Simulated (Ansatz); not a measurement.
Results of HSE06+SOC (PAW; Ansatz, a first-principles code) for antifluorite Mg2Ge.

Numerical settings: plane-wave cutoff 460 eV, 6×6×6 k mesh, Fermi–Dirac smearing 0.01 eV, PAW data made under PBE.

The cell has the measured lattice: a = b = c = 6.3849 Å, α = β = γ = 90.00°.

Task: Give the computed band gap and smallest direct gap on the k points sampled.

Result: 
- band gap: 0.45 eV (on the SCF k mesh) (indirect)
- smallest direct gap on the k points sampled: 1.63 eV

Measured, for comparison: band gap 0.74 eV (temperature not stated, not corrected to a static lattice, indirect, Γ–X; as tabulated in Ryu et al. (2019), arXiv:1905.06140). Computed (rounded) less measured: band gap -0.29 eV.

Note: cell and atoms aren't relaxed at this level.

Computed values are for the static lattice.
